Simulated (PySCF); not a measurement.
**Reproducing measurements on chlorine monofluoride**

**Measured values to compare with.**

NIST CCCBDB Release 22 (SRD 101), experimental dipoles lists, for the gas: dipole moment (microwave Stark effect) 0.88 D.

Liu, Meijer, Perez-Rios, Phys. Chem. Chem. Phys. 22 (2020) 24191 lists, for the gas: dipole moment 0.85 D.

The runs below try to reproduce these values; the comparison stands at the end.

Chlorine monofluoride, ClF.
SMILES with atom numbers: `[F:1][Cl:2]`

Geometry (GFN2-xTB, Å), atoms numbered from 1 in this order:
```
atom  x, y, z in Å
F1     0.8422   -0.0030   -0.0027
Cl2   -0.8394    0.0043   -0.0114
```

The PySCF runs (gas phase, on this GFN2-xTB geometry; no spin–orbit coupling):

```json
{"level": "CAM-B3LYP/def2-SVPD", "job": "8 singlets by full TDDFT, 3 Tamm–Dancoff triplets, polarisability", "basis functions": "50", "wall time": "1.0 s"}
```

Hardware: one thread of an Arm Neoverse V2, shared host.

## Comparison

**Dipole moment.** Measured: 0.88 D (NIST CCCBDB Release 22 (SRD 101), experimental dipoles) and 0.85 D (Liu, Meijer, Perez-Rios, Phys. Chem. Chem. Phys. 22 (2020) 24191). Differences are taken against the first.

```json
{"level": "CAM-B3LYP/def2-SVPD", "computed (D)": "1.14", "computed − measured (D)": "+0.26", "% (from the printed values)": "+30"}
```

The computed dipoles belong to one fixed geometry; measured ones are averaged over vibrations unless marked μe. Magnitudes are compared, not signs.

No measured geometry was used, and the causes of the misses weren't examined.
